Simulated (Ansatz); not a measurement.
Solid iodine, treated with PBE-D3(BJ) (plane waves, PAW; Ansatz, a first-principles code).

Settings: plane-wave cutoff 520 eV, 8×8×4 k mesh (along the axes of the cell as run), Fermi–Dirac smearing 0.01 eV, scalar-relativistic PAW data made under PBE.

Computed at the level's own relaxed cell.

Problem. Predict the lattice parameter b, band gap, bulk modulus B0, pressure derivative B′ of the bulk modulus, equilibrium volume per atom and Γ–Γ gap.

Solution. 
* **lattice parameter b**: 4.482 Å
* **band gap**: 0.84 eV
* **bulk modulus B0**: 11.7 GPa
* **pressure derivative B′ of the bulk modulus**: 7.3
* **equilibrium volume per atom**: 39.74 Å³/atom
* **Γ–Γ gap**: 1.15 eV

Note: the bulk modulus comes from volumes at which shape and atoms were relaxed.

Spin–orbit coupling is not included; with these elements it can move the gap by several tenths of an eV or more.

The result took roughly 10 core-minutes.
